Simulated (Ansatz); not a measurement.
CH₈SSi, closed shell: at a first-order saddle point.

The input file, in.yaml:

```yaml
crystal:
  periodic: [false, false, false]
  atoms:
    - {symbol: Si, position_ang: [-0.657006, 0.811584, -0.263269]}
    - {symbol: C, position_ang: [-0.066229, -0.967222, 0.792346]}
    - {symbol: H, position_ang: [-0.883203, 0.717781, -1.722634]}
    - {symbol: H, position_ang: [-2.012717, 0.441922, 0.280029]}
    - {symbol: H, position_ang: [-0.373852, 2.087040, 0.430053]}
    - {symbol: H, position_ang: [0.762897, -0.193441, 0.155897]}
    - {symbol: S, position_ang: [1.825678, 0.890987, -0.812680]}
    - {symbol: H, position_ang: [-0.474461, -0.662175, 1.754359]}
    - {symbol: H, position_ang: [0.855484, -1.534388, 0.974311]}
    - {symbol: H, position_ang: [-0.753601, -1.613658, 0.247291]}
    - {symbol: H, position_ang: [1.777009, 0.021570, -1.835702]}
basis:
  gaussian: {orbitals: def2-TZVPP}
hamiltonian: {xc: pbe0, dispersion: d4}
output: {orbitals: {seedname: orbitals}}
```

Run by:

```bash
ansatz run in.yaml --threads 4 --pin off --events-out ev --progress --plain --max-ram 9574MiB
```

What Ansatz 0.2.0 printed:

```
Functional definition: PBE0
  name "PBE0"
  cite "Adamo & Barone, J. Chem. Phys. 110, 6158 (1999) doi:10.1063/1.478522"
  cite "Perdew, Burke & Ernzerhof, Phys. Rev. Lett. 77, 3865 (1996) doi:10.1103/PhysRevLett.77.3865"
  parent pbe
  parameter a = 0.25
  parameter kappa = 0.804
  parameter beta = 0.06672455060314922
  exchange = (1 - a)*pbe_x(kappa = kappa, mu = beta*pi^2/3) + a*exact_x
  correlation = pbe_c(beta = beta)
1258 factors; their error is unknown
mean field evaluation 1: about -19866.2424 eV, gradient 4.4e1 eV
mean field evaluation 2: about -19864.8824 eV, gradient 4.7e1 eV
mean field evaluation 4: about -19870.6041 eV, gradient 2.6e0 eV
mean field evaluation 8: about -19870.6220 eV, gradient 2.2e-2 eV
mean field evaluation 16: about -19870.6414 eV, gradient 4.0e-5 eV
mean field -19870.64135760 eV, -730.2326010873 hartree, gradient 4.0e-5 eV, S^2 0.000000; 0 other end points of the search recorded, 0 dependent functions left out
reference -19870.64138803 eV, -730.2326022055 hartree; 22, 22 occupied and 205, 205 virtual orbitals, 1258 factors
Total energy: -19870.82447987 eV, -730.2393307067 hartree
```

The lines “mean field evaluation” count trial sets of orbitals through the whole run, from several starts and some on an approximate energy, so they need not fall steadily or lie above the final value.

Hardware: 4 CPU threads of an Intel Xeon Platinum 8488C, shared host. Wall time about 1.5 s.
